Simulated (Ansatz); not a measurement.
A nudged elastic band was laid between two geometries of H$_{5}$Si$_{3}$ (8 atoms, charge 1, multiplicity 1).

All numbers below come from RKS PBE/def2-SVP (Ansatz).

| Item | Value |
| --- | --- |
| movable images | 9 |
| climbing image | yes |
| spring | 5.0 eV/Å² |
| optimiser | quadratic models (default) |
| start path | through a guess of the saddle point |
| force threshold | 0.05 eV/Å |
| iteration limit | 60 |
| end points | relaxed |

First end point:

```xyz
8
Properties=species:S:1:pos:R:3
Si -1.274 0.971 -0.870
Si 0.396 0.753 0.573
Si 1.061 -1.363 0.581
H -1.758 -0.259 -1.569
H -1.961 2.261 -1.183
H 1.021 1.862 1.351
H 2.195 -1.892 1.398
H 0.320 -2.333 -0.283
```

Last end point:

```xyz
8
Properties=species:S:1:pos:R:3
Si -1.199 0.940 -0.889
Si 0.260 0.758 0.777
Si 0.989 -1.333 0.600
H -1.655 2.233 -1.486
H -1.867 -0.305 -1.376
H 1.121 1.889 1.234
H 2.266 -1.845 1.183
H 0.085 -2.337 -0.041
```

What changes between the two ends?

No bond is made or broken. The dihedral H5–Si1–Si2–H6 goes from -1 to 172°.

What energy profile does the band end with?

It converged. The highest image is number 6 of 0 to 10, 0.85 eV above the ends, which have the same energy within 2 meV. A structure lower than the first end lies on the path between it and the top, so the climb from that side starts below the end, which may itself be a saddle point or a shallow side well. A vibrational analysis at the climbing image gives one clearly imaginary mode, 565i cm⁻¹: a first-order saddle point.

```
image  path coordinate (Å)  energy (eV)  dihedral H5–Si1–Si2–H6 (°)
    0                 0.00         0.00                          -1
    1                 0.75         0.00                         -16
    2                 1.51        -0.02                         -21
    3                 2.26         0.03                         -14
    4                 3.01         0.25                           1
    5                 3.76         0.59                          27
    6                 4.52         0.85                          63
    7                 5.27         0.53                         107
    8                 6.02         0.15                         147
    9                 6.77         0.00                         179
   10                 7.52         0.00                         172
```

What is the geometry of the highest image?


```xyz
8
Properties=species:S:1:pos:R:3:forces:R:3
Si -1.301 0.931 -0.824 0.00 0.00 -0.02
Si -0.208 0.347 1.143 0.00 0.00 -0.01
Si 1.218 -1.253 0.457 -0.01 -0.01 0.00
H -2.783 1.179 -0.869 0.02 0.00 0.00
H -0.715 1.170 -2.191 -0.01 0.00 0.03
H 0.627 1.615 1.252 0.00 0.00 0.00
H 2.448 -1.510 1.278 0.00 0.00 0.00
H 0.714 -2.479 -0.247 0.00 0.01 0.00
```

Time of the run: 3.1 min on 1 thread of AMD EPYC 7B13 (Zen 3), with other jobs on the host, peak memory 0.16 GiB.
